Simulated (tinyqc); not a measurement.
Inside a calculation. Method: UHF in the sto-3g basis, for CH2, spin multiplicity 1. One step of it, computed by the program tinyqc.

Task: Iteration 2: DIIS coefficients. Solve [B -1; -1 0][c; lambda] = [0; -1] for the coefficients, which sum to one.

B (overlaps of the stored error matrices):
```
               1              2
1  4.3465254e-01  4.4876361e-02
2  4.4876361e-02  2.0200763e-02
```

Give: DIIS coefficients.

Result:

DIIS coefficients: -0.0676  1.0676
